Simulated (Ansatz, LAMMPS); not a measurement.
**Corundum (α-Al2O3), dielectric constant ε0 (ions relaxed)**

Reference value: 10.1 (measured, temperature not stated, not corrected to a static lattice, mean of the two values across and the one along c; as tabulated in Stokey et al. (2021), arXiv:2108.12058).

**Question.** What do ionic model grimes1999, ionic model lewis1985b, ionic model pedone2006, LDA, PBE give, and how far is each from the reference?

**Answer.** 
```csv
level (code),value,cell (Å³/atom),difference (%)
"ionic model grimes1999 (shell model, LAMMPS)",7.37,8.51,-27
"ionic model lewis1985b (shell model, LAMMPS)",9.67,7.99,-4.3
"ionic model pedone2006 (rigid ions, LAMMPS)",5.37,8.34,-47
LDA (Ansatz),10.0,8.32,-1.0
PBE (Ansatz),11.0,8.76,+8.9
```

Leaving aside ionic model grimes1999, ionic model lewis1985b, ionic model pedone2006, which can be fitted to such values or carry a doubt: Closest of these to the reference: LDA (-1.0 %). Farthest off: PBE (+8.9 %). Within 10 %: LDA, PBE.

The measured value isn't corrected to a static lattice, so vibrations enter the comparison. For crystals that are not cubic the mean over three axes is given.  Rigid ions have no electronic screening (ε∞ = 1). Each level is taken at its own relaxed cell. Ansatz's density-functional and Hartree–Fock values are scalar-relativistic unless marked +SOC, with PAW data made under PBE.

Empirical potentials (ionic model grimes1999, ionic model lewis1985b, ionic model pedone2006) are fitted to chosen data, which need not cover the solid at hand: agreement can be built in, and what lay outside the fit can be far off.

Differences are worked out from the printed values.

Ansatz is an electronic-structure program.
